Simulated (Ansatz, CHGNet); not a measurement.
For hcp Ti, the machine-learned potential CHGNet 0.3.0 (trained on PBE and PBE+U data) gives:

| Quantity | Result |
|---|---|
| equilibrium lattice constant a | 2.931 Å |
| c axis length | 4.687 Å |

### Question
What does r²SCAN+rVV10 (Ansatz, an electronic-structure program, PAW) give for the same quantities?

### Answer

- lattice constant a: 2.928 Å (falls by 0.1 %)
- lattice parameter c: 4.630 Å (shrinks by 1.2 %)

For comparison: lattice constant a 2.950 Å (measured, 293 K, not corrected to a static lattice; as tabulated in Wikipedia's data pages); lattice parameter c 4.683 Å (measured, 293 K, no zero-point or thermal correction; as tabulated in Wikipedia's data pages).

Changes are worked out from the printed values.

Unless a cell is named, each level is at its own relaxed cell (CHGNet 0.3.0 17.44, r²SCAN+rVV10 17.19 Å³/atom).

The crystal itself was run without spin with r²SCAN+rVV10; a magnetic state was not tried in these runs.

Ansatz's density-functional and Hartree–Fock values are scalar-relativistic unless marked +SOC, with PAW data made under PBE.
